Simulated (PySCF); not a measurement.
What does the GFN2-xTB structure of InChI=1S/C5H8O/c1-4-2-5(4)3-6/h3-5H,2H2,1H3/t4-,5+/m1/s1 look like in three dimensions?

```
atom  x, y, z in Å
C1     1.7347   -0.1599   -0.6555
C2     0.4794    0.4345   -0.0745
C3    -0.0323   -0.0061    1.2477
C4    -0.7737   -0.4221   -0.0058
C5    -2.0663    0.1983   -0.3039
O6    -2.9755   -0.3289   -0.8891
H7     1.8676   -1.1855   -0.3197
H8     1.6923   -0.1529   -1.7432
H9     2.6014    0.4209   -0.3436
H10    0.3230    1.4741   -0.3389
H11   -0.5086    0.7184    1.8913
H12    0.4993   -0.7818    1.7772
H13   -0.6895   -1.4533   -0.3252
H14   -2.1525    1.2439    0.0611
```

Any rigid rotation of these coordinates is as good. Atoms count from 1 in this order. The 3-membered ring C2–C3–C4 has internal angles of 58.6° to 60.9°. Of the pairs four or more bonds apart, H11···H14 is among the closest relative to their van der Waals radii: 2.52 Å, 105 % of the sum of Bondi's values. The 5 C–C bonds span 1.464 Å (C4–C5, drawn single) to 1.519 Å (C2–C4, drawn single), a spread of 0.055 Å.

Bonds between heavy atoms (Å): C1–C2 1.506, C2–C3 1.485, C3–C4 1.515, C4–C5 1.464, C5=O6 1.203, C2–C4 1.519.

Structure optimised with GFN2-xTB, isolated species.

Point group: C1 (no symmetry element, even within 0.4 Å). Stationary, but not proved a minimum. The numbers are those of one conformer (C3–C4–C5–O6 -149°).

All values are computed, not measured.
